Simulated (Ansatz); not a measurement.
# Worked example: the barrier

An elementary step of SiH$_{5}$SF, singlet (SiH₃F ([F][SiH3]) + H₂S → SiH₄S ([SiH3][SH]) + HF; bonds formed: Si1–S7, F2–H6; bonds broken: Si1–F2, H6–S7). “Start” is the structure reached by relaxing down from the saddle towards the reactants; PBE0-D4/def2-TZVP structures. The saddle:

```xyz
8
angstrom
Si -0.5296 0.1434 -0.5820
F 1.2365 -0.5343 -0.8096
H -1.0643 -1.0169 -1.3266
H -1.7467 0.7089 0.0890
H -0.0401 1.3348 -1.3184
H 1.2306 -0.7272 0.4414
S 0.2538 -0.5738 1.5894
H 0.6598 0.6652 1.9169
```

Program: Ansatz 0.2.0. Basis: def2-TZVPP and def2-QZVPP. Cores are frozen in the correlated methods.

Energies in eV:

| quantity | saddle | start |
| --- | --- | --- |
| Hartree–Fock, triple zeta (X = 3) | -21465.29868 | -21468.14333 |
| Hartree–Fock, quadruple zeta (X = 4) | -21465.98677 | -21468.84942 |
| MP2 correlation, X = 3 | -16.61094 | -15.69727 |
| MP2 correlation, X = 4 | -18.03235 | -17.08629 |
| CCSD(T) correlation, X = 3 | -18.27857 | -17.45160 |

Question: Work out the barrier at the basis limit: extrapolate Hartree–Fock as E(X) = E∞ + A exp(−7.88 √X) and the MP2 correlation as E(X) = E∞ + B X^−2.97 (the exponents that Neese and Valeev fitted for def2-TZVPP and QZVPP), then add CCSD(T) − MP2 in triple zeta.

Answer: Each step is linear, so take the differences first (saddle − start): Hartree–Fock 2.84465 (X = 3) and 2.86265 (X = 4); MP2 correlation -0.91367 and -0.94606; CCSD(T) correlation -0.82697.
Two points give E∞ = E(4) + w [E(4) − E(3)], with w = 1/(exp(7.88 (2 − √3)) − 1) = 0.1377 for Hartree–Fock and w = 1/((4/3)^2.97 − 1) = 0.7407 for the correlation.
Hartree–Fock: 2.86265 + 0.1377 × 0.01800 = 2.8651 eV.
MP2 correlation: -0.94606 + 0.7407 × (-0.03239) = -0.9701 eV.
CCSD(T) − MP2: -0.82697 − (-0.91367) = 0.0867 eV.
Sum: 2.8651 + (-0.9701) + 0.0867 = 1.9817 eV, or 45.70 kcal/mol. Plain CCSD(T) in triple zeta gives 2.0177 eV, so the larger basis shifts the result by -0.0360 eV.

No T1 diagnostic of these runs exceeds 0.013.

Labels in which every atom is bracketed show which atoms are joined, not bond orders.

For scale, one of the runs: CCSD(T)/def2-TZVPP, 185 basis functions, launched by `ansatz run in.yaml --threads 2 --pin off --events-out ev --progress --plain --max-ram 4352MiB`. Time: 41 s of wall clock on 2 CPU threads of an Arm Neoverse V1; the host was shared. Peak host memory: 1.8 GiB.
